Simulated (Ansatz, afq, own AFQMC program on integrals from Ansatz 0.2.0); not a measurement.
Where AFQMC and coupled cluster stand for H$_{3}$S⁺, triplet

```xyz
4

S     0.0000   -0.0391   -0.0270
H     0.0000    1.3183   -0.0270
H     0.0000   -0.0360    2.4340
H     0.0000   -0.0372   -1.5472
```

Basis 6-31G. Only valence electrons are correlated. Integrals, coupled cluster, full CI and functionals: Ansatz 0.2.0; the random walks run on the same integrals in our own AFQMC program. The CISD trial takes its coefficients from CCSD amplitudes. Released means that phaseless walkers are propagated on without the constraint, phases kept. ± is one standard error of the sampling.

Determinant: UHF, the one that the program's search chose, which needn't be the lowest solution. The geometry is a point of a scan.

Full CI on the same integrals is exact in this basis and with this determinant's frozen core.

Cautions: lower spins were not checked.

The T1 diagnostic is 0.0103 and the weight of the determinant in the CISD state is 0.949. The ⟨S²⟩ of the determinant is 2.007 and the size of the correlated space is 8 electrons in 14 orbitals.

| level | correlation energy (eV) |
| --- | --- |
| MP2 | -1.3598 |
| CCSD | -1.8429 |
| CCSD(T) | -1.8562 |

Problem. Estimate where full CI lies against CCSD(T) on the same integrals.

Solution. 0.4 kJ/mol below CCSD(T).

Reference: full CI, correlation energy -1.861 eV. The released energy is read at 2.40 1/Eh (meV from the phaseless value at times in 1/Eh: 0.1 ± 0.7 at 0.24, -0.1 ± 0.5 at 0.51, -1.2 ± 0.4 at 0.99, -1.6 ± 0.4 at 1.62, -1.9 ± 0.4 at 2.40).

```csv
level,E − E(reference) (kJ/mol),share of correlation (%)
CCSD(T),0.4,99.75
CCSDT,0.1,99.94
CCSDT(Q),0.0,99.99
CCSDTQ,0.0,100.00
ph-AFQMC/CISD,0.2 ± 0.07,99.90
released AFQMC,0.0 ± 0.04,100.00
```

CCSDT and higher add their correlation energy to the determinant of the CCSD(T) run, since their own runs factorise the integrals more tightly (a shift of under 2 meV). A walk keeps the symmetry of its determinant, which the program's search chose and which needn't be the lowest solution, so a lower state of the same spin and another symmetry isn't excluded. Released energies are given only where the last usable release times agree within the noise; a slower fall can still hide under it.
